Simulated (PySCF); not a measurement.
Phosphorous acid, H3O3P.
Bonds: O1–P2, P2–O3, P2–O4. Hydrogens: H5 on O1; H6 on O3; H7 on O4.

The same species was optimised twice, with GFN2-xTB and with PBE0-D3(BJ)/def2-SVP (PySCF), and the same property calculations (PySCF, gas phase) were run on both structures.

```csv
coordinate,GFN2-xTB,PBE0-D3(BJ)/def2-SVP,change
P2–O3 (Å),1.632,1.645,+0.013
P2–O4 (Å),1.632,1.644,+0.012
O1–P2 (Å),1.632,1.643,+0.011
O1–H5 (Å),0.955,0.965,+0.010
O3–H6 (Å),0.955,0.965,+0.010
O4–H7 (Å),0.955,0.964,+0.009
P2–O4–H7 (°),114.5,109.9,-4.6
P2–O3–H6 (°),114.4,110.2,-4.2
P2–O1–H5 (°),114.3,110.3,-4.0
O3–P2–O4 (°),97.8,98.5,+0.7
O1–P2–O4 (°),97.8,97.5,-0.3
O1–P2–O3 (°),97.8,97.6,-0.2
```

Rotational constants: A = 7488, B = 7484, C = 4568 MHz (GFN2-xTB) against A = 7431, B = 7317, C = 4502 MHz (PBE0-D3(BJ)/def2-SVP). Atoms that the bonding makes alike are paired by their places after alignment.

On the GFN2-xTB structure: lowest singlet, TDDFT (eV) 6.34 [PBE0/def2-SVPD]; lowest triplet, Tamm–Dancoff (eV) 5.04 [PBE0/def2-SVPD]; isotropic polarisability (au) 40.1 [PBE0/def2-SVPD]; HOMO (eV) -7.03 [PBE0/def2-SVPD]; LUMO (eV) 0.42 [PBE0/def2-SVPD]; dipole (D) 1.59 [PBE0/def2-SVPD]; HOMO (eV) -6.84 [PBE0/pcSseg-1]; LUMO (eV) 1.08 [PBE0/pcSseg-1]; dipole (D) 1.85 [PBE0/pcSseg-1]; GIAO shielding of O1/O3/O4 (mean) (ppm) 207.5 [PBE0/pcSseg-1]; GIAO shielding of P2 (ppm) 161.4 [PBE0/pcSseg-1]; P1s of P2 (eV) 2152.98 [delta-SCF UKS SCAN, pcX-2 on the ionised atom, pcseg-1 elsewhere, spin-free X2C]; P2p of P2 (eV) 139.19 [delta-SCF UKS SCAN, pcX-2 on the ionised atom, pcseg-1 elsewhere, spin-free X2C].

What do these properties become on the PBE0-D3(BJ)/def2-SVP structure?

| property | level | on GFN2-xTB | on PBE0-D3(BJ)/def2-SVP | change |
| --- | --- | --- | --- | --- |
| lowest singlet, TDDFT (eV) | PBE0/def2-SVPD | 6.34 | 6.39 | +0.05 |
| lowest triplet, Tamm–Dancoff (eV) | PBE0/def2-SVPD | 5.04 | 5.08 | +0.04 |
| isotropic polarisability (au) | PBE0/def2-SVPD | 40.1 | 40.2 | +0.1 |
| HOMO (eV) | PBE0/def2-SVPD | -7.03 | -7.23 | -0.20 |
| LUMO (eV) | PBE0/def2-SVPD | 0.42 | 0.27 | -0.15 |
| dipole (D) | PBE0/def2-SVPD | 1.59 | 2.56 | +0.97 |
| energy, GFN2-xTB geometry as zero (kcal/mol) | PBE0/def2-SVPD | 0.0 | -1.1 | -1.1 |
| HOMO (eV) | PBE0/pcSseg-1 | -6.84 | -7.05 | -0.21 |
| LUMO (eV) | PBE0/pcSseg-1 | 1.08 | 0.91 | -0.17 |
| dipole (D) | PBE0/pcSseg-1 | 1.85 | 2.90 | +1.05 |
| energy, GFN2-xTB geometry as zero (kcal/mol) | PBE0/pcSseg-1 | 0.0 | -1.2 | -1.2 |
| GIAO shielding of O1/O3/O4 (mean) (ppm) | PBE0/pcSseg-1 | 207.5 | 193.4 | -14.1 |
| GIAO shielding of P2 (ppm) | PBE0/pcSseg-1 | 161.4 | 151.1 | -10.3 |
| P1s of P2 (eV) | delta-SCF UKS SCAN, pcX-2 on the ionised atom, pcseg-1 elsewhere, spin-free X2C | 2152.98 | 2153.00 | +0.02 |
| P2p of P2 (eV) | delta-SCF UKS SCAN, pcX-2 on the ionised atom, pcseg-1 elsewhere, spin-free X2C | 139.19 | 139.23 | +0.04 |

The heavy atoms differ by 0.012 Å rms after alignment. Among all bonds P2–O3 and P2–O4 change most and about equally (+0.012 to +0.013 Å). Changes are differences of the printed values. Neither structure is proved a minimum here.

Conformer computed: `[OH:1][P:2]([OH:3])[OH:4]`: H–O1–P2–O3 92°, H–O3–P2–O1 -163°, H–O4–P2–O1 103°.
